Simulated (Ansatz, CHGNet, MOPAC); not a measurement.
**Diamond-structure Si, LO phonon frequency at L**

Reference value: 420 cm⁻¹ (measured, temperature not stated, no zero-point or thermal correction; as tabulated in Yang et al. (2021), arXiv:2106.07201).

**Question.** What do PM7 semi-empirical Hartree-Fock (MOPAC), CHGNet-r²SCAN, LDA, PBE, r²SCAN, B3LYP (VWN-RPA form), HSE06, LC-ωPBE, r²SCAN0, r²SCANh, Hartree–Fock give, and how far is each from the reference?

**Answer.** 
```csv
level (code),value (cm⁻¹),cell (Å³/atom),difference (%)
PM7 semi-empirical Hartree-Fock (MOPAC),464,18.26,+10.5
CHGNet-r²SCAN,316,20.14,-25
LDA (Ansatz),412,19.70,-1.9
PBE (Ansatz),399,20.46,-5.0
r²SCAN (Ansatz),414,20.17,-1.4
B3LYP (VWN-RPA form) (Ansatz),401,20.64,-4.5
HSE06 (Ansatz),419,20.12,-0.2
LC-ωPBE (Ansatz),451,19.58,+7.4
r²SCAN0 (Ansatz),428,19.97,+1.9
r²SCANh (Ansatz),420,20.09,0.0
Hartree–Fock (Ansatz),434,20.86,+3.3
```

Once the reference is moved by up to 3.0 % (a margin picked here for doubts on the reference and the settings, and for temperature and zero-point motion) and values within 1.0 % count as equal, the nearest can be r²SCANh (0.0 %), HSE06 (-0.2 %), r²SCAN (-1.4 %), LDA (-1.9 %), r²SCAN0 (+1.9 %), Hartree–Fock (+3.3 %), B3LYP (VWN-RPA form) (-4.5 %) or PBE (-5.0 %). Among them CHGNet-r²SCAN (-25 %) misses by most.

The measured value isn't corrected to a static lattice, so vibrations enter the comparison.  PM7 semi-empirical Hartree-Fock (MOPAC): the method was fitted mainly to molecules. PM7 semi-empirical Hartree-Fock (MOPAC): the run uses a supercell at the zone centre in place of a k mesh. Each level is taken at its own relaxed cell. Cutoffs and k meshes differ between the levels. Ansatz's density-functional and Hartree–Fock values are scalar-relativistic unless marked +SOC, with PAW data made under PBE.

Machine-learned potentials (CHGNet-r²SCAN) are trained on DFT data: a solid inside that data is no test of them.

Differences are worked out from the printed values.

Ansatz is a quantum-chemistry and plane-wave program.
